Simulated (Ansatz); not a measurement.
# C3HClF: the cost of one run

All numbers below are computed with Ansatz 0.2.0 (RKS PBE/def2-SVP).

## (1) The structure to begin with

Bond lengths: F1–C2 1.237 Å, C2–C3 1.220 Å, C3–C4 1.366 Å, C4–Cl5 1.626 Å, C4–H6 1.095 Å. Angles: F1–C2–C3 177.7°, C2–C3–C4 178.9°, C3–C4–Cl5 124.1°, C3–C4–H6 117.2°, Cl5–C4–H6 118.7°.

As a file:

```xyz
6

F    -0.3290   -2.7277    0.2958
C    -0.1784   -1.5065    0.1676
C    -0.0019   -0.3022    0.0801
C     0.1787    1.0468   -0.0385
Cl   -0.4715    1.9527   -1.2214
H     0.8021    1.5368    0.7164
```

## (2) Relaxing end A

input.yaml

```yaml
crystal:
  periodic: [false, false, false]
  atoms:
    - { symbol: F, position_ang: [-0.32896, -2.72768, 0.29579] }
    - { symbol: C, position_ang: [-0.17842, -1.50645, 0.16761] }
    - { symbol: C, position_ang: [-0.00187, -0.30219, 0.08011] }
    - { symbol: C, position_ang: [0.17873, 1.04683, -0.03851] }
    - { symbol: Cl, position_ang: [-0.47154, 1.95272, -1.22143] }
    - { symbol: H, position_ang: [0.80205, 1.53677, 0.71643] }
total_charge: 1
basis:
  gaussian: { orbitals: def2-SVP }
hamiltonian:
  xc: pbe
relax:
  f_tol: 0.02
  max_steps: 50
```

The run is started by

```console
$ ansatz run input.yaml --threads 1 --pin off --max-ram 2048MiB --backend cpu --events-out ev --progress --plain --runs-dir out
```

**Question.** How long does this run take on 1 thread of Intel Xeon 6975P-C (Granite Rapids), shared host, and how much memory does it need?

About 7.4 s, with a peak of 0.15 GiB.
